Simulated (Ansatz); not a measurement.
# One shape, several levels: HNO2 (nitrous acid)

Wanted: a comparison of 6 runs (BHLYP/STO-3G, PBE/STO-3G, PBE0/STO-3G, CCSDT(Q)/STO-3G, UCCSD(T)/STO-3G, FCI/STO-3G) of HNO2 (nitrous acid). 

The calculation is run with Ansatz 0.2.0.

61 further runs of the same task are left out: 1 that didn't finish, 60 set aside as unsound or not needed.

### 1 Starting point

HNO2 has 4 atoms, charge 0, and is taken as a singlet. As SMILES, `O=NO`. The O3–N2 distance was set to 2.096 Å, away from the relaxed value. At this shape a bond of the SMILES string is far longer than usual.

Bond lengths: O1–N2 1.162 Å, O3–H4 0.967 Å. A long bond or contact: N2–O3 2.096 Å.

### 2 The energy at BHLYP/STO-3G (run 1)

Contents of molecule.yaml:

```yaml
crystal:
  periodic: [false, false, false]
  atoms:
    - {symbol: O, position_ang: [0.755042, -0.379791, 1.872260]}
    - {symbol: "N", position_ang: [0.661542, -0.846421, 0.812370]}
    - {symbol: O, position_ang: [-0.362650, 0.434660, -0.492650]}
    - {symbol: H, position_ang: [-0.371140, -0.062490, -1.321980]}
basis:
  gaussian:
    orbitals: STO-3G
accuracy: high
hamiltonian:
  xc: {name: BHLYP}
```

Started as:

```
$ ansatz run molecule.yaml --threads 1 --pin off --max-ram 3480MiB --events-out events.jsonl --progress --plain --runs-dir runs
```

Standard output:

```text
Warning: RAYON_NUM_THREADS=1 ignored (pool sized by the plan → 1); use --threads N
Functional definition: BHLYP
  name "BHLYP"
  parameter a = 0.5
  exchange = (1 - a)*b88_x + a*exact_x
  correlation = lyp_c
270 factors; integrals over basis functions are off by at most 3.9e-8 eV
mean field evaluation 1: about -5506.7260 eV, gradient 3.2e1 eV
mean field evaluation 2: about -5397.7865 eV, gradient 9.5e1 eV
mean field evaluation 4: about -5509.9156 eV, gradient 2.6e1 eV
mean field evaluation 8: about -5510.0381 eV, gradient 2.6e1 eV
mean field evaluation 16: about -5515.1453 eV, gradient 1.4e-8 eV
mean field -5515.14531137 eV, -202.6778518930 hartree, gradient 1.8e-8 eV, S^2 0.000000; 0 other end points of the search recorded, 0 dependent functions left out
reference -5515.14532566 eV, -202.6778524182 hartree; 12, 12 occupied and 4, 4 virtual orbitals, 270 factors
Total energy: -5515.14532566 eV, -202.6778524182 hartree
```

Wall time 0.46 s (1 thread of Intel Xeon 6975P-C (Granite Rapids), shared host).

### 3 A single-point energy at PBE/STO-3G (run 2)

Contents of job.yaml:

```yaml
crystal:
  periodic: [false, false, false]
  atoms:
    - symbol: O
      position_ang: [0.755042, -0.379791, 1.872260]
    - symbol: N
      position_ang: [0.661542, -0.846421, 0.812370]
    - symbol: O
      position_ang: [-0.362650, 0.434660, -0.492650]
    - symbol: H
      position_ang: [-0.371140, -0.062490, -1.321980]
basis:
  gaussian:
    orbitals: STO-3G
magnetization:
  spin_polarized: false
hamiltonian:
  xc: pbe
accuracy: high
```

Started as:

```
$ ansatz run job.yaml --threads 1 --pin off --max-ram 3480MiB --events-out events.jsonl --progress --plain --runs-dir runs
```

Standard output:

```text
Warning: RAYON_NUM_THREADS=1 ignored (pool sized by the plan → 1); use --threads N
Functional definition: PBE
  name "PBE"
  parameter kappa = 0.804
  parameter beta = 0.06672455060314922
  exchange = pbe_x(kappa = kappa, mu = beta*pi^2/3)
  correlation = pbe_c(beta = beta)
270 factors; integrals over basis functions are off by at most 3.9e-8 eV
mean field evaluation 1: about -5504.0382 eV, gradient 3.9e1 eV
mean field evaluation 2: about -5373.4651 eV, gradient 1.2e2 eV
mean field evaluation 4: about -5475.5750 eV, gradient 1.2e2 eV
mean field evaluation 8: about -5510.8869 eV, gradient 3.4e1 eV
mean field evaluation 16: about -5513.8775 eV, gradient 7.6e-9 eV
mean field -5513.87753783 eV, -202.6312620748 hartree, gradient 3.1e-8 eV, S^2 0.000000; 1 other end points of the search recorded, 0 dependent functions left out
reference -5513.87753909 eV, -202.6312621212 hartree; 12, 12 occupied and 4, 4 virtual orbitals, 270 factors
Total energy: -5513.87753909 eV, -202.6312621212 hartree
```

Run time: 0.5 s. Hardware: 1 thread of Intel Xeon 6975P-C (Granite Rapids), shared host.

### 4 The energy at PBE0/STO-3G (run 3)

Contents of molecule.yaml:

```yaml
basis:
  gaussian: {orbitals: STO-3G}
crystal:
  periodic: [false, false, false]
  atoms:
    - symbol: O
      position_ang: [0.755042, -0.379791, 1.872260]
    - symbol: "N"
      position_ang: [0.661542, -0.846421, 0.812370]
    - symbol: O
      position_ang: [-0.362650, 0.434660, -0.492650]
    - symbol: H
      position_ang: [-0.371140, -0.062490, -1.321980]
hamiltonian: {xc: pbe0}
accuracy: high
```

Started as:

```
$ ansatz run molecule.yaml --threads 1 --pin off --max-ram 3480MiB --events-out events.jsonl --progress --plain --runs-dir runs
```

Standard output:

```text
Warning: RAYON_NUM_THREADS=1 ignored (pool sized by the plan → 1); use --threads N
Functional definition: PBE0
  name "PBE0"
  parameter a = 0.25
  parameter kappa = 0.804
  parameter beta = 0.06672455060314922
  exchange = (1 - a)*pbe_x(kappa = kappa, mu = beta*pi^2/3) + a*exact_x
  correlation = pbe_c(beta = beta)
270 factors; integrals over basis functions are off by at most 3.9e-8 eV
mean field evaluation 1: about -5504.4326 eV, gradient 3.4e1 eV
mean field evaluation 2: about -5387.6603 eV, gradient 9.2e1 eV
mean field evaluation 4: about -5506.5541 eV, gradient 3.0e1 eV
mean field evaluation 8: about -5507.9227 eV, gradient 2.8e1 eV
mean field evaluation 16: about -5513.2760 eV, gradient 2.1e-6 eV
mean field -5513.27597301 eV, -202.6091549755 hartree, gradient 3.1e-8 eV, S^2 0.000000; 0 other end points of the search recorded, 0 dependent functions left out
reference -5513.27597396 eV, -202.6091550102 hartree; 12, 12 occupied and 4, 4 virtual orbitals, 270 factors
Total energy: -5513.27597396 eV, -202.6091550102 hartree
```

Wall time 0.48 s (1 thread of Intel Xeon 6975P-C (Granite Rapids), shared host).

Runs 4 to 5 aren't shown in full; the table further down has their settings and results.

### 5 The energy at FCI/STO-3G (run 6)

Contents of job.yaml:

```yaml
crystal:
  periodic: [false, false, false]
  atoms:
    - {symbol: O, position_ang: [0.755042, -0.379791, 1.872260]}
    - {symbol: N, position_ang: [0.661542, -0.846421, 0.812370]}
    - {symbol: O, position_ang: [-0.362650, 0.434660, -0.492650]}
    - {symbol: H, position_ang: [-0.371140, -0.062490, -1.321980]}
basis:
  gaussian:
    orbitals: STO-3G
correlation:
  method: fci
  frozen_orbitals: {H: 0, "N": 1, O: 1}
accuracy: high
magnetization:
  spin_polarized: false
```

Started as:

```
$ ansatz run job.yaml --threads 1 --pin off --max-ram 3480MiB --events-out events.jsonl --progress --plain --runs-dir runs
```

Standard output, cut to the lines that bear on the results:

```text
Warning: RAYON_NUM_THREADS=1 ignored (pool sized by the plan → 1); use --threads N
Functional definition: HF
  name "HF"
[...]
270 factors; integrals over basis functions are off by at most 3.9e-8 eV
[...]
mean field -5490.12135363 eV, -201.7582384081 hartree, gradient 1.2e-8 eV, S^2 0.000000; 1 other end points of the search recorded, 0 dependent functions left out; unrestricted orbitals would lower it
[...]
unrestricted determinant -5493.80511662 eV, -201.8936142008 hartree, S^2 1.2044
3 core orbitals not correlated: weight in the atoms' cores, before any rotation towards them, 1.000 or more for the frozen orbitals, at most 0.000 for the correlated occupied ones
reference -5490.12135363 eV, -201.7582384081 hartree; 9, 9 occupied and 4, 4 virtual orbitals, 270 factors
state -5498.54072520 eV, -202.0676446062 hartree
Total energy: -5498.54072520 eV, -202.0676446062 hartree
```

Wall time 2.3 s (1 thread of Intel Xeon 6975P-C (Granite Rapids), shared host); peak memory 0.12 GiB.

### 6 The series

| run | level | frozen core orbitals | energy (Eh) | wall time |
| --- | --- | --- | --- | --- |
| 1 | BHLYP/STO-3G | – | -202.677852 | 0.46 s |
| 2 | PBE/STO-3G | – | -202.631262 | 0.5 s |
| 3 | PBE0/STO-3G | – | -202.609155 | 0.48 s |
| 4 | CCSDT(Q)/STO-3G | 3 | -202.067425 | 0.26 s |
| 5 | UCCSD(T)/STO-3G | 3 | -202.056604 | 0.64 s |
| 6 | FCI/STO-3G | 3 | -202.067645 | 2.3 s |

### 7 Summary of results

```
                                          quantity          value
                               run 6: total energy  -202.06764 Eh
run 6: correlation energy (3 core orbitals frozen)     -309.4 mEh
```

What this shows: Against full CI in this basis: CCSDT(Q) +0.2 mEh; UCCSD(T) +11.0 mEh. Totals of different functionals can't be ranked against each other. In run 4 the log says that unrestricted orbitals would lower the reference, so the values rest on an unstable closed-shell determinant (other closed-shell runs at this shape may share the fault). In runs 1, 2, 3, 4, 5, 6 the basis is minimal, so the values are rough. Spin contamination of the reference: run 5 ⟨S²⟩ = 1.20. Where it is this large, the reference is a mixture of spin states, and values that rest on it are in doubt. All runs together took 4.6 s, the longest 2.3 s.
